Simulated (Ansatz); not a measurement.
Two isomers of C3H5NO: A = `C=C1NCO1`, B = `OC1=CNC1`.

Calculated with Ansatz (gas phase, PBE0-D4/def2-TZVP geometries, no zero-point term in ΔE). CCSD(T)/CBS adds triple-zeta CCSD(T) − MP2 to the extrapolated MP2 energy (def2 sets, frozen cores). Functionals use def2-TZVPP. B3LYP here is the variant with VWN-RPA as its local correlation; programs differ in this. One conformer a species, not always the lowest.

Problem. Which is lower in electronic energy at CCSD(T)/CBS, and by how much? (Best estimate.)

Solution. The calculation gave: A, by 27.0 kJ/mol.

Problem. Give E(B) − E(A) in kJ/mol with LDA (SPW92), CCSD(T)/def2-TZVPP, ωB97M-V, HF/def2-TZVPP, CCSD/def2-TZVPP, B3LYP, r2SCAN-D4. (Best estimate.)

Solution. Computed: LDA (SPW92) 29.4, CCSD(T)/def2-TZVPP 31.0, ωB97M-V 36.9, HF/def2-TZVPP 53.4, CCSD/def2-TZVPP 33.7, B3LYP 38.9, r2SCAN-D4 38.6. None reverses the order clearly.

Problem. Does the order hold for the free energy at 298.15 K (harmonic terms from PBE0-D4)? (Estimate.)

Solution. The calculation gave: Yes: G(B) − G(A) = +26.2 kJ/mol, for one conformer each.

Largest T1 diagnostic: 0.012.

From BLYP to BHLYP (50 % exact exchange), in def2-TZVPP and without D4, E(B) − E(A) moves by +5.5 kJ/mol. In def2-TZVPP, CCSD(T) changes the Hartree–Fock value by −22.4 kJ/mol (the triples alone add −2.7 kJ/mol) and MP2 by −27.2 kJ/mol.
